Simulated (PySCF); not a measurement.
Species: CH3CH2CH2CHFCH3, C5H11F.
Numbering: `[CH3:1][CH2:2][CH2:3][C@@H:4]([CH3:5])[F:6]` (hydrogens: H7, H8, H9 on C1; H10, H11 on C2; H12, H13 on C3; H14 on C4; H15, H16, H17 on C5)

The same species was optimised twice, with GFN2-xTB and with PBE0-D3(BJ)/def2-SVP (PySCF), and the same property calculations (PySCF, gas phase) were run on both structures.

```
     coordinate  GFN2-xTB  PBE0-D3(BJ)/def2-SVP  change
      C4–C5 (Å)     1.521                 1.510  -0.011
      C3–C4 (Å)     1.526                 1.515  -0.011
      C2–C3 (Å)     1.528                 1.522  -0.006
      C1–C2 (Å)     1.523                 1.520  -0.003
      C4–F6 (Å)     1.387                 1.387   0.000
   C1–C2–C3 (°)     111.7                 113.2    +1.5
   C2–C3–C4 (°)     112.1                 113.5    +1.4
   C3–C4–C5 (°)     113.1                 114.1    +1.0
   C3–C4–F6 (°)     108.8                 108.5    -0.3
   C5–C4–F6 (°)     108.3                 108.3     0.0
C1–C2–C3–C4 (°)       180                   178      -2
C2–C3–C4–C5 (°)       178                   180      +2
```

Rotational constants: A = 7356, B = 1741, C = 1516 MHz (GFN2-xTB) against A = 7408, B = 1739, C = 1517 MHz (PBE0-D3(BJ)/def2-SVP). Point groups within 0.08 Å: C1 and C1.

On the GFN2-xTB structure: HOMO (eV) -8.85 [PBE0/pcSseg-1]; LUMO (eV) 1.54 [PBE0/pcSseg-1]; dipole (D) 1.75 [PBE0/pcSseg-1]; GIAO shielding of C1 (ppm) 170.0 [PBE0/pcSseg-1]; GIAO shielding of C2 (ppm) 162.3 [PBE0/pcSseg-1]; GIAO shielding of C3 (ppm) 142.3 [PBE0/pcSseg-1]; GIAO shielding of C4 (ppm) 92.8 [PBE0/pcSseg-1]; GIAO shielding of C5 (ppm) 162.5 [PBE0/pcSseg-1]; GIAO shielding of F6 (ppm) 381.6 [PBE0/pcSseg-1].

**Question.** What do these properties become on the PBE0-D3(BJ)/def2-SVP structure?

**Answer.** 
| property | level | on GFN2-xTB | on PBE0-D3(BJ)/def2-SVP | change |
| --- | --- | --- | --- | --- |
| HOMO (eV) | PBE0/pcSseg-1 | -8.85 | -8.96 | -0.11 |
| LUMO (eV) | PBE0/pcSseg-1 | 1.54 | 1.51 | -0.03 |
| dipole (D) | PBE0/pcSseg-1 | 1.75 | 1.74 | -0.01 |
| energy, GFN2-xTB geometry as zero (kcal/mol) | PBE0/pcSseg-1 | 0.0 | -0.5 | -0.5 |
| GIAO shielding of C1 (ppm) | PBE0/pcSseg-1 | 170.0 | 168.2 | -1.8 |
| GIAO shielding of C2 (ppm) | PBE0/pcSseg-1 | 162.3 | 162.0 | -0.3 |
| GIAO shielding of C3 (ppm) | PBE0/pcSseg-1 | 142.3 | 141.8 | -0.5 |
| GIAO shielding of C4 (ppm) | PBE0/pcSseg-1 | 92.8 | 94.3 | +1.5 |
| GIAO shielding of C5 (ppm) | PBE0/pcSseg-1 | 162.5 | 160.9 | -1.6 |
| GIAO shielding of F6 (ppm) | PBE0/pcSseg-1 | 381.6 | 380.2 | -1.4 |

The heavy atoms differ by 0.022 Å rms after alignment. Among bonds between heavy atoms C3–C4 and C4–C5 change most and about equally (-0.011 Å). Changes are differences of the printed values. Neither structure is proved a minimum here.

Conformer computed: `[CH3:1][CH2:2][CH2:3][C@@H:4]([CH3:5])[F:6]`: C1–C2–C3–C4 178°, C2–C3–C4–C5 180°.
